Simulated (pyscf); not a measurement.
## Routes from H₃Si–O–PH₂ + water (H₂O)

Candidate steps break at most two bonds and form at most two. Each was searched with GFN2-xTB (tblite) first. Single points on ωB97X-D3(BJ)/def2-SVP structures (PySCF, gas phase). Energies: ωB97M-D3(BJ)/def2-TZVP, kcal/mol, from the separated reactants, singlet surface; ΔG‡ with ideal gas, 1 atm, RRHO with modes under 100 cm⁻¹ raised to 100, one conformer, R ln 2 for chiral ones without a mode under 150 cm⁻¹.

```
products                            type   ΔE‡     ΔE  ΔG‡ 298 K  ΔG‡ 900 K  ν‡ (cm⁻¹)
------------------  --------------------  ----  -----  ---------  ---------  ---------
HO–PH₂ + HO–SiH₃    four-centre exchange  23.8   +1.9       33.8       56.3       844i
HO–SiH₂–O–PH₂ + H₂  four-centre exchange  33.2  -21.9       42.5       64.7      1370i
```

Row 1: On the reactant side the descent ends in a complex, 4.1 kcal/mol under the separated species and 28.6 kcal/mol under the saddle at ωB97X-D3(BJ)/def2-TZVP. On the product side the descent ends in a complex (not fully relaxed), 6.5 kcal/mol under the separated species and 27.8 kcal/mol under the saddle at ωB97X-D3(BJ)/def2-TZVP. Row 2: On the reactant side the descent ends in a complex (not fully relaxed), 4.5 kcal/mol under the separated species and 38.3 kcal/mol under the saddle at ωB97X-D3(BJ)/def2-TZVP. 

Plain bond fissions and candidates not yet searched are not listed, and one of them may be faster. Each barrier is that of the saddle found; lower ones may exist.
